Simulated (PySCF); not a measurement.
F2H4N(-): bifluoride and ammonia

The system is a cluster of bifluoride and ammonia, charge -1, singlet.

Parts: 1 = bifluoride (F[H-]F), atoms 1–3, charge -1; 2 = ammonia (N), atoms 4–7.

Coordinates in Å:
```
F1      0.080    0.677   -1.340
H2     -0.372    0.361   -0.334
F3     -0.865    0.077    0.653
N4     -2.595    1.994   -0.943
H5     -2.456    1.380   -0.140
H6     -1.762    1.767   -1.490
H7     -2.423    2.929   -0.586
```

In these coordinates F1···H6 is 2.146 Å. Part 2 is then moved rigidly along that line, all else held; at short range other atoms may come into contact.

The starting structure comes from a short search with a few starts; no frequency run checks that it is a minimum, and another way of binding may lie lower.

Computed with PySCF 2.14.0: CCSD(T)/aug-cc-pVDZ and MP2/aug-cc-pVTZ, aug-cc-pVQZ counterpoise interaction energy, frozen core, gas phase. The geometry comes from PBE0-D3(BJ)/def2-TZVPD.

Counterpoise energies in kcal/mol, cluster less the parts frozen as they stand in it; small is aug-cc-pVDZ, large aug-cc-pVQZ. Estimated limit: HF in aug-cc-pVQZ, MP2 correlation extrapolated as X⁻³ from aug-cc-pVTZ and aug-cc-pVQZ, and CCSD(T) less MP2 in aug-cc-pVDZ; it isn't the exact limit.

```json
{"F1···H6 (Å)": "1.931", "HF large": "?", "MP2 large": "?", "SCS-MP2 large": "?", "CCSD(T) small": "?", "CCSD(T) limit est.": "?"}
{"F1···H6 (Å)": "2.039", "HF large": "-7.46", "MP2 large": "-10.04", "SCS-MP2 large": "-9.25", "CCSD(T) small": "-9.29", "CCSD(T) limit est.": "-10.40"}
{"F1···H6 (Å)": "2.146", "HF large": "?", "MP2 large": "?", "SCS-MP2 large": "?", "CCSD(T) small": "?", "CCSD(T) limit est.": "?"}
{"F1···H6 (Å)": "2.253", "HF large": "-8.45", "MP2 large": "-10.19", "SCS-MP2 large": "-9.66", "CCSD(T) small": "-9.73", "CCSD(T) limit est.": "-10.47"}
{"F1···H6 (Å)": "2.361", "HF large": "-8.47", "MP2 large": "-9.90", "SCS-MP2 large": "-9.45", "CCSD(T) small": "-9.52", "CCSD(T) limit est.": "-10.13"}
{"F1···H6 (Å)": "2.683", "HF large": "-7.72", "MP2 large": "-8.51", "SCS-MP2 large": "-8.25", "CCSD(T) small": "-8.29", "CCSD(T) limit est.": "-8.64"}
{"F1···H6 (Å)": "3.219", "HF large": "-5.99", "MP2 large": "-6.25", "SCS-MP2 large": "-6.14", "CCSD(T) small": "-6.13", "CCSD(T) limit est.": "-6.28"}
{"F1···H6 (Å)": "4.292", "HF large": "-3.66", "MP2 large": "-3.62", "SCS-MP2 large": "-3.59", "CCSD(T) small": "-3.56", "CCSD(T) limit est.": "-3.60"}
```

**Question.** Fill in the withheld rows.

**Answer.** 
```tsv
F1···H6 (Å)	HF large	MP2 large	SCS-MP2 large	CCSD(T) small	CCSD(T) limit est.
1.931	-6.12	-9.26	-8.31	-8.28	-9.67
2.146	-8.17	-10.28	-9.64	-9.70	-10.60
```

The 8 runs took 28 min in all, one thread each of Arm Neoverse N1 on a shared host, launched as `OMP_NUM_THREADS=1 python cluster_run.py task.json out`.
